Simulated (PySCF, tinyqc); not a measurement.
Inside a calculation (part 1 of 2). Method: RKS/PBE in the sto-3g basis, for BH, spin multiplicity 1. The lowest restricted solution is unstable here: a spin-polarised one lies 0.0000 hartree lower (PySCF). Computed by tinyqc, a small Python program that keeps every step (integrals from PySCF). Settings: charge = 0, multiplicity = 1, basis = sto-3g, energy threshold = 1e-10, iteration cap = 58, orthogonalisation = canonical, start = highest core orbitals, DIIS depth = 8, method = RKS, functional = pbe,pbe, grid = [15, 26]. Command: `OMP_NUM_THREADS=1 python tinyqc.py 22135 22136 out.jsonl` (the two numbers bound the seeds that draw the settings). One thread of a shared host (Intel(R) Xeon(R) Processor @ 2.60GHz), about 0.6 s of CPU time with the checks. Later iterations appear only in the table of the cycle.

## One-electron integrals

Geometry (angstrom):
```
atom        x        y        z
B     0.00000  0.00000  0.00000
H     0.00000  0.00000  1.67300
```

Basis sto-3g: exponents (1/bohr^2) and contraction coefficients of normalised primitives:
```
element  l (shell)  exponent  coefficient
B            s (1)  48.79111      0.15433
B            s (1)   8.88736      0.53533
B            s (1)   2.40527      0.44463
B            s (2)   2.23696     -0.09997
B            s (2)   0.51982      0.39951
B            s (2)   0.16906      0.70012
B            p (3)   2.23696      0.15592
B            p (3)   0.51982      0.60768
B            p (3)   0.16906      0.39196
H            s (1)   3.42525      0.15433
H            s (1)   0.62391      0.53533
H            s (1)   0.16886      0.44463
```

Overlap, kinetic and nuclear-attraction integrals over the contracted functions; the nuclear repulsion is the sum of Za Zb / Rab.

nuclear repulsion = 1.5815218 hartree

overlap S:
```
          1B 1s    1B 2s   1B 2px   1B 2py   1B 2pz    2H 1s
1B 1s   1.00000  0.26933  0.00000  0.00000  0.00000  0.02267
1B 2s   0.26933  1.00000  0.00000  0.00000  0.00000  0.26211
1B 2px  0.00000  0.00000  1.00000  0.00000  0.00000  0.00000
1B 2py  0.00000  0.00000  0.00000  1.00000  0.00000  0.00000
1B 2pz  0.00000  0.00000  0.00000  0.00000  1.00000  0.31118
2H 1s   0.02267  0.26211  0.00000  0.00000  0.31118  1.00000
```

kinetic energy T (hartree):
```
           1B 1s     1B 2s   1B 2px   1B 2py   1B 2pz     2H 1s
1B 1s   10.82630  -0.04797  0.00000  0.00000  0.00000  -0.00649
1B 2s   -0.04797   0.35917  0.00000  0.00000  0.00000   0.01084
1B 2px   0.00000   0.00000  1.12388  0.00000  0.00000   0.00000
1B 2py   0.00000   0.00000  0.00000  1.12388  0.00000   0.00000
1B 2pz   0.00000   0.00000  0.00000  0.00000  1.12388   0.06254
2H 1s   -0.00649   0.01084  0.00000  0.00000  0.06254   0.76003
```

nuclear attraction V (hartree):
```
            1B 1s     1B 2s    1B 2px    1B 2py    1B 2pz     2H 1s
1B 1s   -23.46369  -3.22455   0.00000   0.00000  -0.00940  -0.27303
1B 2s    -3.22455  -4.08646   0.00000   0.00000  -0.09341  -0.83867
1B 2px    0.00000   0.00000  -4.03671   0.00000   0.00000   0.00000
1B 2py    0.00000   0.00000   0.00000  -4.03671   0.00000   0.00000
1B 2pz   -0.00940  -0.09341   0.00000   0.00000  -4.09462  -0.93204
2H 1s    -0.27303  -0.83867   0.00000   0.00000  -0.93204  -2.80517
```

core Hamiltonian H = T + V (hartree):
```
            1B 1s     1B 2s    1B 2px    1B 2py    1B 2pz     2H 1s
1B 1s   -12.63739  -3.27252   0.00000   0.00000  -0.00940  -0.27952
1B 2s    -3.27252  -3.72729   0.00000   0.00000  -0.09341  -0.82783
1B 2px    0.00000   0.00000  -2.91283   0.00000   0.00000   0.00000
1B 2py    0.00000   0.00000   0.00000  -2.91283   0.00000   0.00000
1B 2pz   -0.00940  -0.09341   0.00000   0.00000  -2.97074  -0.86950
2H 1s    -0.27952  -0.82783   0.00000   0.00000  -0.86950  -2.04514
```

## Two-electron integrals

Functions are numbered as in S; the eight-fold symmetry (ij|kl) = (ji|kl) = (kl|ij) leaves the list below.

Two-electron integrals (ij|kl) in chemists' order, unique and non-zero (hartree):
```
(11|11) 2.92351   (21|11) 0.51838   (21|21) 0.10926   (22|11) 0.74423
(22|21) 0.19318   (22|22) 0.54480   (31|31) 0.02026   (32|31) 0.03000
(32|32) 0.12035   (33|11) 0.74249   (33|21) 0.19324   (33|22) 0.54468
(33|33) 0.58677   (41|41) 0.02026   (42|41) 0.03000   (42|42) 0.12035
(43|43) 0.03163   (44|11) 0.74249   (44|21) 0.19324   (44|22) 0.54468
(44|33) 0.52351   (44|44) 0.58677   (51|51) 0.02026   (52|51) 0.03000
(52|52) 0.12035   (53|53) 0.03163   (54|54) 0.03163   (55|11) 0.74249
(55|21) 0.19324   (55|22) 0.54468   (55|33) 0.52351   (55|44) 0.52351
(55|55) 0.58677   (61|11) 0.04343   (61|21) 0.00912   (61|22) 0.01620
(61|33) 0.01613   (61|44) 0.01613   (61|51) 0.00064   (61|52) 0.00118
(61|55) 0.01634   (61|61) 0.00078   (62|11) 0.13269   (62|21) 0.03514
(62|22) 0.11300   (62|33) 0.10957   (62|44) 0.10957   (62|51) 0.00379
(62|52) 0.02559   (62|55) 0.11974   (62|61) 0.00313   (62|62) 0.03672
(63|31) 0.00307   (63|32) 0.01535   (63|53) 0.00446   (63|63) 0.00340
(64|41) 0.00307   (64|42) 0.01535   (64|54) 0.00446   (64|64) 0.00340
(65|11) 0.13759   (65|21) 0.03685   (65|22) 0.12475   (65|33) 0.11848
(65|44) 0.11848   (65|51) 0.00631   (65|52) 0.04010   (65|55) 0.13714
(65|61) 0.00339   (65|62) 0.04695   (65|65) 0.06220   (66|11) 0.31563
(66|21) 0.08495   (66|22) 0.30982   (66|33) 0.29399   (66|44) 0.29399
(66|51) 0.00919   (66|52) 0.08576   (66|55) 0.34101   (66|61) 0.00760
(66|62) 0.14021   (66|65) 0.19276   (66|66) 0.77461
```

## Orthogonalisation

S = U s U^T; canonical form X = U s^(-1/2), so that X^T S X = 1. Each column of U has its largest component positive (the first on a tie).

eigenvalues of S: 0.55796  0.80463  1.00000  1.00000  1.17646  1.46095

X:
```
               1         2        3         4         5        6
1B 1s    0.41440   0.71676  0.00000   0.00000   0.55508  0.29637
1B 2s   -0.75090  -0.48858  0.00000   0.00000   0.38961  0.46415
1B 2px   0.00000   0.00000  0.99953  -0.03057   0.00000  0.00000
1B 2py   0.00000   0.00000  0.03057   0.99953   0.00000  0.00000
1B 2pz  -0.59173   0.59306  0.00000   0.00000  -0.54331  0.34547
2H 1s    0.84055  -0.37233  0.00000   0.00000  -0.30808  0.51173
```

Within a degenerate level the vectors are fixed only up to a rotation; this is one choice.

## Starting guess

The start is the highest orbitals of the core Hamiltonian (a deliberately bad start); D = 2 C_occ C_occ^T.

D at the start:
```
           1B 1s     1B 2s   1B 2px   1B 2py    1B 2pz     2H 1s
1B 1s    0.00290  -0.01831  0.00000  0.00000  -0.01992   0.08305
1B 2s   -0.01831   0.11575  0.00000  0.00000   0.12593  -0.52499
1B 2px   0.00000   0.00000  2.00000  0.00000   0.00000   0.00000
1B 2py   0.00000   0.00000  0.00000  2.00000   0.00000   0.00000
1B 2pz  -0.01992   0.12593  0.00000  0.00000   0.13701  -0.57118
2H 1s    0.08305  -0.52499  0.00000  0.00000  -0.57118   2.38113
```

## Iteration 1: exchange-correlation on the grid

Becke grid with 15 radial and 26 angular points per atom, points of zero weight dropped. rho = sum D_ij phi_i phi_j; V_xc,ij = sum w v_xc phi_i phi_j plus the gradient terms; v_xc is d(rho eps)/d rho at fixed gradient.

The 12 grid points with the largest w rho, of 775 (bohr, atomic units):
```
x                y        z        w      rho  |grad rho|^2    eps_xc      v_xc
0.00000    1.89969  0.00000  1.47472  0.06107       0.01448  -0.35096  -0.42047
1.89969    0.00000  0.00000  1.47472  0.06107       0.01448  -0.35096  -0.42047
-1.89969   0.00000  0.00000  1.47472  0.06107       0.01448  -0.35096  -0.42047
0.00000   -1.89969  0.00000  1.47472  0.06107       0.01448  -0.35096  -0.42047
0.00000    1.30000  0.00000  0.52729  0.16242       0.04837  -0.46179  -0.59568
1.30000    0.00000  0.00000  0.52729  0.16242       0.04837  -0.46179  -0.59568
-1.30000   0.00000  0.00000  0.52729  0.16242       0.04837  -0.46179  -0.59568
0.00000   -1.30000  0.00000  0.52729  0.16242       0.04837  -0.46179  -0.59568
1.34328    1.34328  0.00000  1.17978  0.06107       0.01448  -0.35096  -0.42047
-1.34328   1.34328  0.00000  1.17978  0.06107       0.01448  -0.35096  -0.42047
1.34328   -1.34328  0.00000  1.17978  0.06107       0.01448  -0.35096  -0.42047
-1.34328  -1.34328  0.00000  1.17978  0.06107       0.01448  -0.35096  -0.42047
```

electrons on the grid, sum of w rho = 5.98415

E_xc = sum of w rho eps_xc = -2.3467290 hartree

V_xc (hartree):
```
           1B 1s     1B 2s    1B 2px    1B 2py    1B 2pz     2H 1s
1B 1s   -0.41664  -0.14559   0.00000   0.00000  -0.00062  -0.01180
1B 2s   -0.14559  -0.43991   0.00000   0.00000  -0.01438  -0.10286
1B 2px   0.00000   0.00000  -0.48196   0.00000   0.00000   0.00000
1B 2py   0.00000   0.00000   0.00000  -0.48196   0.00000   0.00000
1B 2pz  -0.00062  -0.01438   0.00000   0.00000  -0.35862  -0.11968
2H 1s   -0.01180  -0.10286   0.00000   0.00000  -0.11968  -0.51978
```

## Iteration 1: building the Kohn-Sham matrix

J_ij = sum D_kl (ij|kl); F = H + J + V_xc; E = tr D H + tr D J / 2 + E_xc + E_nn.

Coulomb J (hartree):
```
          1B 1s    1B 2s   1B 2px   1B 2py   1B 2pz    2H 1s
1B 1s   3.60961  0.94410  0.00000  0.00000  0.01755  0.07978
1B 2s   0.94410  2.79075  0.00000  0.00000  0.16083  0.71535
1B 2px  0.00000  0.00000  2.80273  0.00000  0.00000  0.00000
1B 2py  0.00000  0.00000  0.00000  2.80273  0.00000  0.00000
1B 2pz  0.01755  0.16083  0.00000  0.00000  2.76490  0.85524
2H 1s   0.07978  0.71535  0.00000  0.00000  0.85524  2.75586
```

Kohn-Sham matrix F (hartree):
```
           1B 1s     1B 2s    1B 2px    1B 2py    1B 2pz     2H 1s
1B 1s   -9.44442  -2.47401   0.00000   0.00000   0.00753  -0.21154
1B 2s   -2.47401  -1.37646   0.00000   0.00000   0.05303  -0.21533
1B 2px   0.00000   0.00000  -0.59206   0.00000   0.00000   0.00000
1B 2py   0.00000   0.00000   0.00000  -0.59206   0.00000   0.00000
1B 2pz   0.00753   0.05303   0.00000   0.00000  -0.56446  -0.13394
2H 1s   -0.21154  -0.21533   0.00000   0.00000  -0.13394   0.19094
```

total energy of this density = -7.8607513 hartree

## Iteration 1: diagonalisation and new density

Diagonalise F' = X^T F X, C = X C', fill 3 alpha and 3 beta electrons from the bottom; D = 2 C_occ C_occ^T. Each column has its largest component positive (the first on a tie).

F' = X^T F X (hartree):
```
          1         2         3         4         5         6
1  -0.61988  -1.51190   0.00000   0.00000  -1.51895  -0.53367
2  -1.51190  -3.55048   0.00000   0.00000  -3.19919  -2.28872
3   0.00000   0.00000  -0.59206   0.00000   0.00000   0.00000
4   0.00000   0.00000   0.00000  -0.59206   0.00000   0.00000
5  -1.51895  -3.19919   0.00000   0.00000  -4.28533  -2.65728
6  -0.53367  -2.28872   0.00000   0.00000  -2.65728  -2.01937
```

orbital energies (hartree): MO1 -9.44508, MO2 -0.79777, MO3 -0.59206, MO4 -0.59206, MO5 -0.55384, MO6 0.32164

coefficients C:
```
             MO1       MO2       MO3      MO4       MO5       MO6
1B 1s    1.00242  -0.26587   0.00000  0.00000  -0.06066   0.04696
1B 2s   -0.00933   1.01868   0.00000  0.00000   0.23901  -0.27361
1B 2px   0.00000   0.00000   0.99747  0.07112   0.00000   0.00000
1B 2py   0.00000   0.00000  -0.07112  0.99747   0.00000   0.00000
1B 2pz  -0.00154  -0.21268   0.00000  0.00000   0.98893  -0.30524
2H 1s    0.00237  -0.02101   0.00000  0.00000  -0.04468   1.09522
```

D after iteration 1:
```
           1B 1s     1B 2s    1B 2px    1B 2py    1B 2pz     2H 1s
1B 1s    2.15107  -0.56037   0.00000   0.00000   0.11000   0.01592
1B 2s   -0.56037   2.07560   0.00000   0.00000  -0.43328  -0.04286
1B 2px   0.00000   0.00000   1.98988  -0.14189   0.00000   0.00000
1B 2py   0.00000   0.00000  -0.14189   0.01012   0.00000   0.00000
1B 2pz   0.11000  -0.43328   0.00000   0.00000   0.09047   0.00893
2H 1s    0.01592  -0.04286   0.00000   0.00000   0.00893   0.00089
```

Within a degenerate level the vectors are fixed only up to a rotation; this is one choice.

## Iteration 2: exchange-correlation on the grid

As before.

The 12 grid points with the largest w rho, of 775 (bohr, atomic units):
```
x                y         z        w      rho  |grad rho|^2    eps_xc      v_xc
-1.89969   0.00000   0.00000  1.47472  0.08026       0.02522  -0.37970  -0.46096
1.89969    0.00000   0.00000  1.47472  0.08026       0.02522  -0.37970  -0.46096
-1.30000   0.00000   0.00000  0.52729  0.21700       0.08658  -0.50458  -0.65319
1.30000    0.00000   0.00000  0.52729  0.21700       0.08658  -0.50458  -0.65319
1.34328    0.00000  -1.34328  1.18001  0.06197       0.01568  -0.35322  -0.42121
-1.34328   0.00000  -1.34328  1.18001  0.06197       0.01568  -0.35322  -0.42121
0.91924    0.00000  -0.91924  0.42184  0.16946       0.06073  -0.46836  -0.60230
-0.91924   0.00000  -0.91924  0.42184  0.16946       0.06073  -0.46836  -0.60230
1.34328   -1.34328   0.00000  1.17978  0.05454       0.01271  -0.34146  -0.40200
-1.34328   1.34328   0.00000  1.17978  0.05454       0.01271  -0.34146  -0.40200
0.91924   -0.91924   0.00000  0.42183  0.14877       0.05592  -0.45112  -0.57528
-0.91924   0.91924   0.00000  0.42183  0.14877       0.05592  -0.45112  -0.57528
```

electrons on the grid, sum of w rho = 6.00132

E_xc = sum of w rho eps_xc = -4.5247686 hartree

V_xc (hartree):
```
           1B 1s     1B 2s    1B 2px    1B 2py    1B 2pz     2H 1s
1B 1s   -1.89723  -0.29019   0.00000   0.00000   0.00402  -0.02419
1B 2s   -0.29019  -0.45965   0.00000   0.00000   0.03763  -0.06757
1B 2px   0.00000   0.00000  -0.51428   0.00650   0.00000   0.00000
1B 2py   0.00000   0.00000   0.00650  -0.42772   0.00000   0.00000
1B 2pz   0.00402   0.03763   0.00000   0.00000  -0.42540  -0.06048
2H 1s   -0.02419  -0.06757   0.00000   0.00000  -0.06048  -0.09932
```

## Iteration 2: building the Kohn-Sham matrix

As before.

Coulomb J (hartree):
```
           1B 1s     1B 2s    1B 2px    1B 2py    1B 2pz    2H 1s
1B 1s    8.79734   1.79554   0.00000   0.00000  -0.02172  0.14951
1B 2s    1.79554   3.64716   0.00000   0.00000  -0.09905  0.68714
1B 2px   0.00000   0.00000   3.72489  -0.00898   0.00000  0.00000
1B 2py   0.00000   0.00000  -0.00898   3.59965   0.00000  0.00000
1B 2pz  -0.02172  -0.09905   0.00000   0.00000   3.60424  0.72696
2H 1s    0.14951   0.68714   0.00000   0.00000   0.72696  1.76570
```

Kohn-Sham matrix F (hartree):
```
           1B 1s     1B 2s    1B 2px    1B 2py    1B 2pz     2H 1s
1B 1s   -5.73728  -1.76717   0.00000   0.00000  -0.02711  -0.15421
1B 2s   -1.76717  -0.53978   0.00000   0.00000  -0.15483  -0.20826
1B 2px   0.00000   0.00000   0.29777  -0.00248   0.00000   0.00000
1B 2py   0.00000   0.00000  -0.00248   0.25910   0.00000   0.00000
1B 2pz  -0.02711  -0.15483   0.00000   0.00000   0.20810  -0.20302
2H 1s   -0.15421  -0.20826   0.00000   0.00000  -0.20302  -0.37876
```

total energy of this density = -24.0167178 hartree

## Iteration 2: DIIS over 2 matrices

error matrix X^T (FDS - SDF) X:
```
          1         2        3         4         5         6
1   0.00000   0.05398  0.00000   0.00000   0.21706  -0.01301
2  -0.05398   0.00000  0.00000   0.00000   0.01272  -0.23122
3   0.00000   0.00000  0.00000  -0.00058   0.00000   0.00000
4   0.00000   0.00000  0.00058   0.00000   0.00000   0.00000
5  -0.21706  -0.01272  0.00000   0.00000   0.00000   0.30096
6   0.01301   0.23122  0.00000   0.00000  -0.30096   0.00000
```

B (overlaps of the stored error matrices):
```
                1               2
1   1.8552994e-02  -1.5690345e-02
2  -1.5690345e-02   3.8880269e-01
```

Minimise |sum c_i e_i|^2 with sum c_i = 1: solve [B -1; -1 0][c; lambda] = [0; -1] with B_ij = tr e_i^T e_j, and take F = sum c_i F_i.

DIIS coefficients: 0.92195  0.07805

extrapolated F (hartree):
```
           1B 1s     1B 2s    1B 2px    1B 2py    1B 2pz     2H 1s
1B 1s   -9.15508  -2.41884   0.00000   0.00000   0.00482  -0.20707
1B 2s   -2.41884  -1.31115   0.00000   0.00000   0.03681  -0.21478
1B 2px   0.00000   0.00000  -0.52261  -0.00019   0.00000   0.00000
1B 2py   0.00000   0.00000  -0.00019  -0.52563   0.00000   0.00000
1B 2pz   0.00482   0.03681   0.00000   0.00000  -0.50416  -0.13934
2H 1s   -0.20707  -0.21478   0.00000   0.00000  -0.13934   0.14648
```

## Iteration 2: diagonalisation and new density

As before.

F' = X^T F X (hartree):
```
          1         2         3         4         5         6
1  -0.58332  -1.44904   0.00000   0.00000  -1.45277  -0.54312
2  -1.44904  -3.40254   0.00000   0.00000  -3.13049  -2.21378
3   0.00000   0.00000  -0.52263  -0.00029   0.00000   0.00000
4   0.00000   0.00000  -0.00029  -0.52562   0.00000   0.00000
5  -1.45277  -3.13049   0.00000   0.00000  -4.14379  -2.57680
6  -0.54312  -2.21378   0.00000   0.00000  -2.57680  -1.97520
```

orbital energies (hartree): MO1 -9.15539, MO2 -0.73085, MO3 -0.52564, MO4 -0.52260, MO5 -0.49830, MO6 0.27969

coefficients C:
```
             MO1       MO2      MO3       MO4       MO5       MO6
1B 1s    1.00169  -0.27121  0.00000   0.00000  -0.04404   0.05043
1B 2s   -0.00649   1.02928  0.00000   0.00000   0.17028  -0.28519
1B 2px   0.00000   0.00000  0.06375   0.99797   0.00000   0.00000
1B 2py   0.00000   0.00000  0.99797  -0.06375   0.00000   0.00000
1B 2pz  -0.00109  -0.15512  0.00000   0.00000   0.99180  -0.32963
2H 1s    0.00179  -0.01607  0.00000   0.00000  -0.01534   1.09610
```

D after iteration 2:
```
           1B 1s     1B 2s   1B 2px   1B 2py    1B 2pz     2H 1s
1B 1s    2.15387  -0.57130  0.00000  0.00000   0.08195   0.01230
1B 2s   -0.57130   2.11891  0.00000  0.00000  -0.31930  -0.03311
1B 2px   0.00000   0.00000  0.00813  0.12724   0.00000   0.00000
1B 2py   0.00000   0.00000  0.12724  1.99187   0.00000   0.00000
1B 2pz   0.08195  -0.31930  0.00000  0.00000   0.04813   0.00498
2H 1s    0.01230  -0.03311  0.00000  0.00000   0.00498   0.00052
```

## Iteration 22 (converged): orbitals

converged F (hartree):
```
           1B 1s     1B 2s   1B 2px   1B 2py    1B 2pz     2H 1s
1B 1s   -6.26145  -1.89406  0.00000  0.00000  -0.00868  -0.16397
1B 2s   -1.89406  -0.79470  0.00000  0.00000  -0.03380  -0.18869
1B 2px   0.00000   0.00000  0.00021  0.00000   0.00000   0.00000
1B 2py   0.00000   0.00000  0.00000  0.00021   0.00000   0.00000
1B 2pz  -0.00868  -0.03380  0.00000  0.00000  -0.00041  -0.14681
2H 1s   -0.16397  -0.18869  0.00000  0.00000  -0.14681  -0.09929
```

As before.

F' = X^T F X (hartree):
```
          1         2        3        4         5         6
1  -0.17066  -0.86469  0.00000  0.00000  -0.82048  -0.53402
2  -0.86469  -1.99790  0.00000  0.00000  -2.31649  -1.48210
3   0.00000   0.00000  0.00021  0.00000   0.00000   0.00000
4   0.00000   0.00000  0.00000  0.00021   0.00000   0.00000
5  -0.82048  -2.31649  0.00000  0.00000  -2.80692  -1.84684
6  -0.53402  -1.48210  0.00000  0.00000  -1.84684  -1.47222
```

orbital energies (hartree): MO1 -6.26942, MO2 -0.27792, MO3 -0.08866, MO4 0.00021, MO5 0.00021, MO6 0.18831

coefficients C:
```
             MO1       MO2       MO3       MO4      MO5       MO6
1B 1s    0.98901  -0.26263  -0.16685   0.00000  0.00000  -0.08042
1B 2s    0.03893   0.83131   0.60289   0.00000  0.00000   0.33723
1B 2px   0.00000   0.00000   0.00000   0.99964  0.02675   0.00000
1B 2py   0.00000   0.00000   0.00000  -0.02675  0.99964   0.00000
1B 2pz   0.00351   0.17249  -0.55898   0.00000  0.00000   0.87987
2H 1s   -0.00671   0.36554  -0.57257   0.00000  0.00000  -0.86049
```

D after iteration 22:
```
           1B 1s     1B 2s   1B 2px   1B 2py    1B 2pz     2H 1s
1B 1s    2.14990  -0.56083  0.00000  0.00000   0.10287  -0.01420
1B 2s   -0.56083   2.11212  0.00000  0.00000  -0.38695  -0.08317
1B 2px   0.00000   0.00000  0.00000  0.00000   0.00000   0.00000
1B 2py   0.00000   0.00000  0.00000  0.00000   0.00000   0.00000
1B 2pz   0.10287  -0.38695  0.00000  0.00000   0.68446   0.76617
2H 1s   -0.01420  -0.08317  0.00000  0.00000   0.76617   0.92301
```

Within a degenerate level the vectors are fixed only up to a rotation; this is one choice.
